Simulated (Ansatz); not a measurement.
We consider fcc Ag, described by PBE (PAW; Ansatz, a first-principles code).

Run with plane-wave cutoff 520 eV, 18×18×18 k mesh, Fermi–Dirac smearing 0.1 eV, perturbation theory, force constants from a 6×6×6 q mesh, no spin polarisation, scalar-relativistic PAW data made under PBE.

Q: Give the computed zero-point energy.

A: 
zero-point energy: 0.019 eV/atom

The result took around 16 core-minutes (rough).
